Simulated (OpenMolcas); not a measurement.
# UHF/pcseg-1 run of O2F (SMILES [O]OF)

Aim: the vertical ionisation energy of O2F at UHF/pcseg-1, from 2 runs. 

The calculation is run with OpenMolcas 26.06.

## 1. The system as given

The species is O2F (3 atoms), meant as a doublet with charge 0. SMILES: `[O]OF`. The shape is that of a PBE0-D4/def2-TZVP optimisation.

Bond lengths: O1–O2 1.181 Å. A long bond or contact: O2–F3 1.573 Å.

## 2. A single-point energy at UHF/pcseg-1

Contents of mol.xyz:

```xyz
3

O      0.933400    -0.295440     0.482240
O      0.133270     0.497870     0.127930
F     -1.066650    -0.202430    -0.610160
```

Contents of job.input:

```
* FO2 Hartree-Fock
&GATEWAY
BasLib=$CurrDir
Coord=mol.xyz
Basis=pcseg-1
Group=NoSym
&SEWARD
&SCF
UHF
Spin=2
PrOrbitals=0
```

The basis set pcseg-1 is read from a file made from the Basis Set Exchange's data (not shown).

Run with:

```console
export MOLCAS_MEM=1860
pymolcas job.input > job.log
```

The program printed, cut to the lines that bear on the results:

```text
--- Start Module: gateway ---
[...]
--- Stop Module: gateway /rc=_RC_ALL_IS_WELL_ ---
--- Start Module: seward ---
[...]
      Basis functions           42
--- Stop Module: seward /rc=_RC_ALL_IS_WELL_ ---
--- Start Module: scf ---
[...]
       Convergence after  58 Iterations
[...]
::    Total SCF energy                               -248.8498444999
[...]
      Total spin, S                                     0.7961424778
[...]
      Total electronic charge=   25.000000
      Total            charge=   -0.000000
[...]
      Dipole Moment (debye):
      Origin of the operator (angstrom)=   -0.0628   -0.0119   -0.0359
                   X=  4.6023E-01               Y=  2.1405E-01               Z=  2.7713E-01           Total=  5.7830E-01
      Quadrupole Moment (debye*angstrom):
[...]
--- Stop Module: scf /rc=_RC_ALL_IS_WELL_ ---
[...]
```

Run time: 3.6 s. Hardware: 1 thread of Arm Neoverse V2, shared host; peak memory 0.38 GiB.

## 3. The singlet cation at the same level

mol.xyz is that of step 2.

job.input, as its differences from that of step 2:

```diff
@@ -8,4 +8,3 @@
 &SCF
-UHF
-Spin=2
+Charge=1
 PrOrbitals=0
```

The basis set pcseg-1 is read from a file made from the Basis Set Exchange's data (not shown).

Run with:

```console
export MOLCAS_MEM=1860
pymolcas job.input > job.log
```

The program printed, cut to the lines that bear on the results:

```text
--- Start Module: gateway ---
[...]
--- Stop Module: gateway /rc=_RC_ALL_IS_WELL_ ---
--- Start Module: seward ---
[...]
      Basis functions           42
--- Stop Module: seward /rc=_RC_ALL_IS_WELL_ ---
--- Start Module: scf ---
[...]
       Convergence after  21 Iterations
[...]
::    Total SCF energy                               -248.3181575024
[...]
      Total spin, S                                     0.0000000000
[...]
      Total electronic charge=   24.000000
      Total            charge=    1.000000
[...]
      Dipole Moment (debye):
      Origin of the operator (angstrom)=   -0.0628   -0.0119   -0.0359
                   X=  1.6274E+00               Y=  1.2795E-01               Z=  9.1115E-01           Total=  1.8695E+00
      Center of Charge (angstrom)
[...]
--- Stop Module: scf /rc=_RC_ALL_IS_WELL_ ---
[...]
```

Wall time 1.9 s (1 thread of Arm Neoverse V2, shared host); peak memory 0.38 GiB.

## 4. What came out

At UHF/pcseg-1:

| quantity | value |
| --- | --- |
| doublet O2F: total energy | -248.84984 Eh |
| doublet O2F: dipole moment | 0.58 D |
| doublet O2F: HOMO energy (highest over α and β) | -15.18 eV |
| doublet O2F: LUMO energy (lowest over α and β) | 2.55 eV |
| doublet O2F: ⟨S²⟩ | 1.430 |
| singlet cation: total energy | -248.31816 Eh |
| singlet cation: HOMO energy | -25.07 eV |
| singlet cation: LUMO energy | -10.75 eV |
| singlet cation: HOMO–LUMO gap | 14.32 eV |
| vertical ionisation energy (to the singlet cation) | 14.468 eV |

What this shows: The vertical ionisation energy comes to 14.47 eV (1396 kJ/mol). Only the singlet of the ionised species was computed; a triplet could lie lower. ⟨S²⟩ (doublet O2F) is 1.43 where a pure doublet has 0.75: the reference is spin-contaminated.
